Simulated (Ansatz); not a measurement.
Reaction (SMILES): [SiH4] (SiH4) → [SiH3] (SiH3) + H atom
B3LYP-D3(BJ)/def2-TZVP geometries, fixed; electronic energies without zero-point terms.
Largest species:
```
Si
H 1 1.4803
H 1 1.4803 2 109.47
H 1 1.4803 2 109.47 3 -120.00
H 1 1.4803 2 109.47 4 -120.00
```
Charge 0, spin multiplicity 1.

Basis-set convergence of the bond dissociation energy at CCSD(T) with Ansatz (a first-principles code). Cartesian d functions, on some or all atoms, in 6-31G*, 6-31+G*, 6-311G**, 6-311+G**; all else is spherical. Cores are frozen. Open shells are unrestricted. No added dispersion term, no relativity. Functions are those of the species that has most. Reference: Hartree-Fock in aug-cc-pV(Q+d)Z plus the correlation part extrapolated as X^-3 from aug-cc-pV(T+d)Z and aug-cc-pV(Q+d)Z, 96.71 kcal/mol, itself unsure by roughly 0.22 kcal/mol (a third of the extrapolation step and of the last Hartree-Fock step). Deviations are taken from unrounded values.

```
basis            functions  bond dissociation energy (kcal/mol)
---------------  ---------  -----------------------------------
6-31G*                  27                                86.18
6-31+G*                 31                                86.31
def2-SVP                38                                92.26
def2-SVPD               56                                92.71
pcseg-1                 38                                91.79
aug-pcseg-1             63                                92.06
cc-pV(D+d)Z             43                                92.19
aug-cc-pV(D+d)Z         68                                92.40
6-311G**                51                                93.28
6-311+G**               55                                93.15
def2-TZVP               61                                93.65
def2-TZVPD              79                                93.86
pcseg-2                 90                                96.30
aug-pcseg-2            142                                95.66
cc-pV(T+d)Z             95                                95.22
aug-cc-pV(T+d)Z        147                                95.42
def2-TZVPP              98                                95.39
def2-TZVPPD            116                                95.37
cc-pV(Q+d)Z            184                                96.21
aug-cc-pV(Q+d)Z        273                                96.25
def2-QZVPP             190                                96.19
def2-QZVPPD            208                                96.19
pcseg-3                196                                96.23
aug-pcseg-3            285                                96.16
```

What the diffuse functions change, pair by pair:
- 6-31G* to 6-31+G*: 4 more functions, deviation -10.52 to -10.39 kcal/mol
- def2-SVP to def2-SVPD: 18 more functions, deviation -4.45 to -4.00 kcal/mol
- pcseg-1 to aug-pcseg-1: 25 more functions, deviation -4.91 to -4.65 kcal/mol
- cc-pV(D+d)Z to aug-cc-pV(D+d)Z: 25 more functions, deviation -4.51 to -4.31 kcal/mol
- 6-311G** to 6-311+G**: 4 more functions, deviation -3.43 to -3.56 kcal/mol
- def2-TZVP to def2-TZVPD: 18 more functions, deviation -3.06 to -2.85 kcal/mol
- pcseg-2 to aug-pcseg-2: 52 more functions, deviation -0.41 to -1.04 kcal/mol
- cc-pV(T+d)Z to aug-cc-pV(T+d)Z: 52 more functions, deviation -1.48 to -1.29 kcal/mol
- def2-TZVPP to def2-TZVPPD: 18 more functions, deviation -1.32 to -1.34 kcal/mol
- cc-pV(Q+d)Z to aug-cc-pV(Q+d)Z: 89 more functions, deviation -0.50 to -0.46 kcal/mol
- def2-QZVPP to def2-QZVPPD: 18 more functions, deviation -0.51 to -0.52 kcal/mol
- pcseg-3 to aug-pcseg-3: 89 more functions, deviation -0.48 to -0.55 kcal/mol

Leaving out the reference's own pair, they bring the value nearer the reference by more than 0.22 kcal/mol in 2 of 11 pairs.
